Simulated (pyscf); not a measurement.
Thermochemistry of product channels of `[NH]=[Si]` [singlet] + `[FH]` on the singlet surface, in kcal/mol, from CCSD(T)/def2-TZVPP + ΔMP2(QZVPP) energies (ideal gas, 1 atm, RRHO with modes under 100 cm⁻¹ raised to 100, one conformer, R ln 2 for chiral ones without a mode under 150 cm⁻¹). Structures and frequencies: ωB97X-D3(BJ)/def2-SVP in PySCF. Correlated levels are frozen-core, on RHF or UHF. ΔMP2 is the change of the MP2 total energy from the triple- to the quadruple-zeta basis.

```json
[
 {"products": "`[NH2][Si][F]` [singlet]", "ΔE": "?", "ΔH(298 K)": "-54.0", "ΔG(298 K)": "-45.5", "ΔG(900 K)": "-28.1"},
 {"products": "`[NH]=[SiH][F]`", "ΔE": "?", "ΔH(298 K)": "-33.1", "ΔG(298 K)": "-24.5", "ΔG(900 K)": "-6.9"}
]
```

Q: Complete the blanks.

A: 
- `[NH2][Si][F]` [singlet], ΔE: -55.8
- `[NH]=[SiH][F]`, ΔE: -32.8

These are energies of the channels, which say nothing of barriers. The CCSD(T) − MP2 part came from Ansatz, without density fitting, on the same reference.
